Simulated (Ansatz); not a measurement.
From input file to script: C4H8S, SMILES C=CC(C)S in Ansatz 0.2.0.

```yaml
crystal:
  periodic: [false, false, false]
  atoms:
    - { symbol: C, position_ang: [-1.7075, -0.2645, -0.5394] }
    - { symbol: C, position_ang: [-0.5501, 0.0892, -1.0394] }
    - { symbol: C, position_ang: [0.7502, 0.0047, -0.3458] }
    - { symbol: C, position_ang: [0.8391, -0.6127, 1.0573] }
    - { symbol: S, position_ang: [1.474, 1.6831, -0.2336] }
    - { symbol: H, position_ang: [-2.6416, -0.1007, -1.1738] }
    - { symbol: H, position_ang: [-1.8794, -0.5755, 0.4655] }
    - { symbol: H, position_ang: [-0.4584, 0.4544, -2.0787] }
    - { symbol: H, position_ang: [1.4648, -0.5666, -0.9201] }
    - { symbol: H, position_ang: [0.3787, -1.6461, 1.0418] }
    - { symbol: H, position_ang: [1.7662, -0.6816, 1.5011] }
    - { symbol: H, position_ang: [0.1601, -0.0511, 1.7804] }
    - { symbol: H, position_ang: [0.4242, 2.2326, 0.4995] }
basis:
  gaussian: { orbitals: def2-SVP }
hamiltonian:
  xc: pbe
```

On the command line:
```console
$ ansatz run input.yaml --threads 1 --pin off --max-ram 4096MiB --backend cpu --events-out ev --progress --plain --runs-dir out
Engine: ansatz 0.2.0, aarch64-unknown-linux-gnu
Functional definition: PBE
  parameter kappa = 0.804
  parameter beta = 0.06672455060314922
  exchange = pbe_x(kappa = kappa, mu = beta*pi^2/3)
  correlation = pbe_c(beta = beta)
1301 factors; their error is unknown
mean field evaluation 1: about -15083.4909 eV, gradient 6.7e1 eV
mean field evaluation 2: about -15060.9233 eV, gradient 1.1e2 eV
mean field evaluation 4: about -15095.5543 eV, gradient 9.6e0 eV
mean field evaluation 8: about -15095.7843 eV, gradient 1.9e-1 eV
mean field evaluation 16: about -15095.7146 eV, gradient 4.5e-4 eV
mean field -15095.71461133 eV, -554.7572797236 hartree, gradient 5.1e-5 eV, S^2 0.000000; 0 other end points of the search recorded, 0 dependent functions left out
reference -15095.71464339 eV, -554.7572809016 hartree; 24, 24 occupied and 90, 90 virtual orbitals, 1301 factors
Total energy: -15095.71464339 eV, -554.7572809016 hartree
```

Interactive session:
```pycon
>>> import ansatz as az
>>> deck = {
...     "crystal": {
...         "periodic": [False, False, False],
...         "atoms": [
...             {"symbol": "C", "position_ang": [-1.7075, -0.2645, -0.5394]},
...             {"symbol": "C", "position_ang": [-0.5501, 0.0892, -1.0394]},
...             {"symbol": "C", "position_ang": [0.7502, 0.0047, -0.3458]},
...             {"symbol": "C", "position_ang": [0.8391, -0.6127, 1.0573]},
...             {"symbol": "S", "position_ang": [1.474, 1.6831, -0.2336]},
...             {"symbol": "H", "position_ang": [-2.6416, -0.1007, -1.1738]},
...             {"symbol": "H", "position_ang": [-1.8794, -0.5755, 0.4655]},
...             {"symbol": "H", "position_ang": [-0.4584, 0.4544, -2.0787]},
...             {"symbol": "H", "position_ang": [1.4648, -0.5666, -0.9201]},
...             {"symbol": "H", "position_ang": [0.3787, -1.6461, 1.0418]},
...             {"symbol": "H", "position_ang": [1.7662, -0.6816, 1.5011]},
...             {"symbol": "H", "position_ang": [0.1601, -0.0511, 1.7804]},
...             {"symbol": "H", "position_ang": [0.4242, 2.2326, 0.4995]},
...         ],
...     },
...     "basis": {"gaussian": {"orbitals": "def2-SVP"}},
...     "hamiltonian": {"xc": "pbe"},
... }
>>> session = az.Session.from_dict(deck)
>>> r = session.plan(threads=1).execute().report
>>> for key in ("converged", "free_energy_ev", "reference_energy_ev", "n_frozen", "n_occupied", "n_virtual"):
...     print(f"{key:22s} {r[key]}")
...
converged              True
free_energy_ev         -15095.714643386253
reference_energy_ev    -15095.714643386253
n_frozen               0
n_occupied             [24, 24]
n_virtual              [90, 90]
>>> symbols = ["C", "C", "C", "C", "S", "H", "H", "H", "H", "H", "H", "H", "H"]
>>> field = r["mean_field"]
>>> print("<S^2> =", round(abs(field["state"]["spin_squared"]), 4), " all-electron relativity setting:", field["relativity"])
<S^2> = 0.0  all-electron relativity setting: none
>>> print("passes:", field["passes"])
passes: {'evaluations': 16, 'products': 12}
>>> if "symmetry" in field:
...     print("occupied orbitals by irrep:", field["symmetry"]["occupied"])
...
occupied orbitals by irrep: [{'A': 24}, {'A': 24}]
```

Reading the output:
- Total energies depend on the basis set; only differences at equal settings carry meaning.
- The geometry is a force-field or estimated start, not a minimum of this method, and the basis set is short of its limit.
- Timing: 3.5 s on 1 thread of Arm Neoverse V1, with other jobs on the host, peak memory 0.19 GiB.

(Lines on the test bed's own set-up are left out of the output.)
